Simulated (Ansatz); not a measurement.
What does this script print? It uses Ansatz's Python interface.

Script `c4h6o.py`:
```python
"""Rank force-field conformers of C4H6O by single points."""

import ansatz as az
from rdkit import Chem
from rdkit.Chem import AllChem


def main() -> None:
    rd = Chem.AddHs(Chem.MolFromSmiles("C#COCC"))
    ids = list(AllChem.EmbedMultipleConfs(rd, numConfs=20, randomSeed=211, pruneRmsThresh=0.4))
    field = [energy for _, energy in AllChem.MMFFOptimizeMoleculeConfs(rd)]
    distinct = {round(e, 2): i for i, e in zip(ids, field)}
    chosen = sorted(distinct.items())[:5]
    found = []
    for force_field, index in chosen:
        c4h6o = az.Crystal.molecule()
        for atom, xyz in zip(rd.GetAtoms(), rd.GetConformer(index).GetPositions()):
            c4h6o = c4h6o.atom(atom.GetSymbol(), xyz.round(5).tolist())
        job = (
            c4h6o.calculation()
            .basis(gaussian="6-31G*")
            .functional("pbe", dispersion="d3bj")
        )
        found.append(job.run(threads=1, backend="cpu").report["free_energy_ev"])
    print("conformer   MMFF (kcal/mol)   this level (kcal/mol)")
    for (force_field, index), e in zip(chosen, found):
        print(f"{index:9d} {force_field - chosen[0][0]:17.2f} {23.060548 * (e - min(found)):17.3f}")


if __name__ == "__main__":
    main()
```

`python c4h6o.py` gives:
```text
conformer   MMFF (kcal/mol)   this level (kcal/mol)
        2              0.00             0.000
        1              1.30             0.295
```

The conformers keep their force-field geometries. The whole script took 4.6 s on 1 thread of Arm Neoverse V1, on a shared host, peak memory 0.24 GiB.

(Lines on the test bed's own set-up are left out of the output.)
